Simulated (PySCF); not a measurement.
Molecule: SMILES CC=C1CCC1, C6H10.

Structure with atom numbers: `[CH3:1][CH:2]=[C:3]1[CH2:4][CH2:5][CH2:6]1`. Each H is labelled by its parent atom.

Geometry PBE0-D3(BJ)/def2-SVP throughout; GIAO in PySCF 2.14.0 with density-fitted response routines, gas phase, one conformer, non-relativistic; equivalent atoms averaged; functional PBE0.

(1) How do the absolute shieldings σ depend on the basis set? (a selection of nuclei; ppm; last column core-seconds on shared hosts with different chips, so compare them loosely)

(2) Which nucleus among those listed moves most, in ppm?

(3) Taking the largest basis, def2-TZVP (246 functions), as the yardstick, rank the others by their worst heavy-atom deviation.

Answers

(1) 
```csv
basis set,functions,C3,C2,C4,C6,C5,H(C2),H(C4),H(C6),H(C1),core-s
STO-3G,40,116.7,130.0,200.2,201.4,206.5,27.71,30.59,30.67,31.35,5.4
6-31G,74,62.6,83.2,168.5,170.4,181.3,27.07,29.81,29.82,30.96,9.6
6-31G*,104,59.3,79.1,164.7,166.6,177.0,26.68,29.34,29.35,30.49,14
def2-SVP,134,54.9,75.1,166.4,168.2,179.2,26.16,28.92,28.92,29.93,18
pcSseg-1,152,37.7,58.0,152.9,155.2,167.7,25.91,28.54,28.57,29.67,16
"6-311+G(2d,p)",222,39.9,62.1,155.7,157.8,169.9,26.12,28.73,28.73,29.97,40
def2-TZVP,246,38.9,60.8,155.3,157.3,169.8,26.06,28.71,28.72,29.94,48
```

(2) C3 (fully substituted alkene carbon): from 37.7 ppm with pcSseg-1 to 116.7 ppm with STO-3G. The smallest spread is 1.68 ppm, at H(C1). Proton shifts span only some 12 ppm, so a few tenths of a ppm matter as much there as several ppm in carbon.

(3) 6-311+G(2d,p) 1.3 ppm (222 functions), pcSseg-1 2.8 ppm (152 functions), def2-SVP 16.0 ppm (134 functions), 6-31G* 20.4 ppm (104 functions), 6-31G 23.8 ppm (74 functions), STO-3G 77.8 ppm (40 functions).

A small basis that lands close on one nucleus may do so by chance; judge by the trend and by all nuclei.
